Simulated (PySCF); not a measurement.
Compound: C5H5 (charge -1).
SMILES with atom numbers: `[cH:1]1[cH:2][cH:3][cH-:4][cH:5]1` (hydrogens: H6 on C1; H7 on C2; H8 on C3; H9 on C4; H10 on C5)

The same species was optimised twice, with GFN2-xTB and with PBE0-D3(BJ)/def2-SVP (PySCF), and the same property calculations (PySCF, gas phase) were run on both structures.

```json
{"coordinate": "C2–C3 (Å)", "GFN2-xTB": "1.393", "PBE0-D3(BJ)/def2-SVP": "1.413", "change": "+0.020"}
{"coordinate": "C3–C4 (Å)", "GFN2-xTB": "1.394", "PBE0-D3(BJ)/def2-SVP": "1.413", "change": "+0.019"}
{"coordinate": "C4–C5 (Å)", "GFN2-xTB": "1.394", "PBE0-D3(BJ)/def2-SVP": "1.413", "change": "+0.019"}
{"coordinate": "C1–C5 (Å)", "GFN2-xTB": "1.394", "PBE0-D3(BJ)/def2-SVP": "1.413", "change": "+0.019"}
{"coordinate": "C1–C2 (Å)", "GFN2-xTB": "1.394", "PBE0-D3(BJ)/def2-SVP": "1.413", "change": "+0.019"}
{"coordinate": "C3–H8 (Å)", "GFN2-xTB": "1.087", "PBE0-D3(BJ)/def2-SVP": "1.096", "change": "+0.009"}
{"coordinate": "C2–H7 (Å)", "GFN2-xTB": "1.087", "PBE0-D3(BJ)/def2-SVP": "1.096", "change": "+0.009"}
{"coordinate": "C4–H9 (Å)", "GFN2-xTB": "1.087", "PBE0-D3(BJ)/def2-SVP": "1.096", "change": "+0.009"}
{"coordinate": "C1–H6 (Å)", "GFN2-xTB": "1.087", "PBE0-D3(BJ)/def2-SVP": "1.096", "change": "+0.009"}
{"coordinate": "C5–H10 (Å)", "GFN2-xTB": "1.087", "PBE0-D3(BJ)/def2-SVP": "1.096", "change": "+0.009"}
{"coordinate": "C3–C4–H9 (°)", "GFN2-xTB": "126.0", "PBE0-D3(BJ)/def2-SVP": "126.0", "change": "0.0"}
{"coordinate": "C4–C3–H8 (°)", "GFN2-xTB": "126.0", "PBE0-D3(BJ)/def2-SVP": "126.0", "change": "0.0"}
{"coordinate": "C5–C4–H9 (°)", "GFN2-xTB": "126.0", "PBE0-D3(BJ)/def2-SVP": "126.0", "change": "0.0"}
{"coordinate": "C2–C3–H8 (°)", "GFN2-xTB": "126.0", "PBE0-D3(BJ)/def2-SVP": "126.0", "change": "0.0"}
{"coordinate": "C3–C2–H7 (°)", "GFN2-xTB": "126.0", "PBE0-D3(BJ)/def2-SVP": "126.0", "change": "0.0"}
{"coordinate": "C1–C2–H7 (°)", "GFN2-xTB": "126.0", "PBE0-D3(BJ)/def2-SVP": "126.0", "change": "0.0"}
{"coordinate": "C5–C1–H6 (°)", "GFN2-xTB": "126.0", "PBE0-D3(BJ)/def2-SVP": "126.0", "change": "0.0"}
{"coordinate": "C2–C1–H6 (°)", "GFN2-xTB": "126.0", "PBE0-D3(BJ)/def2-SVP": "126.0", "change": "0.0"}
```

Rotational constants: A = 9160, B = 9159, C = 4580 MHz (GFN2-xTB) against A = 8926, B = 8925, C = 4463 MHz (PBE0-D3(BJ)/def2-SVP). Point groups within 0.08 Å: D5h and D5h.

On the GFN2-xTB structure: HOMO (eV) 0.25 [PBE0/pcSseg-1]; LUMO (eV) 6.53 [PBE0/pcSseg-1]; GIAO shielding of C1 (×5) (mean) (ppm) 86.5 [PBE0/pcSseg-1].

Question: What do these properties become on the PBE0-D3(BJ)/def2-SVP structure?

Answer: 
```
                                    property          level  on GFN2-xTB  on PBE0-D3(BJ)/def2-SVP  change
                                   HOMO (eV)  PBE0/pcSseg-1         0.25                     0.23   -0.02
                                   LUMO (eV)  PBE0/pcSseg-1         6.53                     6.49   -0.04
energy, GFN2-xTB geometry as zero (kcal/mol)  PBE0/pcSseg-1          0.0                     -0.6    -0.6
      GIAO shielding of C1 (×5) (mean) (ppm)  PBE0/pcSseg-1         86.5                     82.4    -4.1
```

The heavy atoms differ by 0.016 Å rms after alignment. Among all bonds C1–C2, C1–C5, C2–C3, C3–C4 and C4–C5 change most and about equally (+0.019 to +0.020 Å). Changes are differences of the printed values. Neither structure is proved a minimum here. Isolated species at its PBE0-D3(BJ)/def2-SVP geometry, gas phase. The geometry's basis has no diffuse functions, a weakness for an anion.
